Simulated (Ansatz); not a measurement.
# Si2H2 (triplet): wave-function methods side by side, def2-TZVPP

An exercise on one series of results from a longer session: the logs are not shown, and one member is left open.

Computed with Ansatz 0.2.0, Gaussian basis. Level: def2-TZVPP, core rule «outside noble gas», up to 10 orbitals frozen.

To be run: UHF; ROHF; CCSD(T) on UHF.

2 further runs of the same task are left out: 2 set aside as unsound or not needed.

## What is computed

The geometry is a PBE0/def2-TZVP stationary point (not a proven minimum) of the parent state, kept for this charge and spin.

4 atoms, charge 0, spin multiplicity 3.

Atoms are counted from 1 here; the program's logs count them from 0.

Bond lengths: Si1–Si2 2.101 Å, Si1–H3 1.493 Å, Si1–H4 1.638 Å, Si2–H4 1.718 Å. Angles: Si2–Si1–H3 160.7°, Si2–Si1–H4 53.0°, H3–Si1–H4 107.8°, Si1–Si2–H4 49.5°, Si1–H4–Si2 77.5°.

The first run:

The input, in.yaml:

```yaml
crystal:
  periodic: [false, false, false]
  atoms:
    - {symbol: Si, position_ang: [0.000000, 0.064094, 1.005387]}
    - {symbol: Si, position_ang: [0.000000, -0.004642, -1.094839]}
    - {symbol: H, position_ang: [0.000000, -0.381837, 2.430212]}
    - {symbol: H, position_ang: [0.000000, -1.274751, 0.062301]}
basis:
  gaussian: {orbitals: def2-TZVPP}
magnetization: {spin_polarized: true, initial_magnetization: 2}
hamiltonian: {xc: hf}
output: {orbitals: {seedname: orbitals}}
```

Launch:

```console
> ansatz run in.yaml --threads 1 --pin off --events-out ev --progress --plain --max-ram 2816MiB --backend cpu
```

Among the steps run: UHF; ROHF; CCSD(T) on UHF.

One table of the session follows, with a row left open; its other results are not shown here.

It belongs to the step «Misses and costs». 

| method | from UCCSD(T) (kJ/mol) |
| --- | --- |
| ROHF | +668.8 |
| UMP2 | ? |
| UCCSD | +33.3 |
| UCCSD(T) | 0 |

**Question.** Estimate the row for UMP2.

The run gave: from UCCSD(T) (kJ/mol): +131.7. In the column «from UCCSD(T) (kJ/mol)» it lies between UCCSD (+33.3) and ROHF (+668.8).

Left out of the table: UHF (another determinant or state than the rows shown).

Limits of these values: Warnings: coupled cluster took another determinant than the lowest.
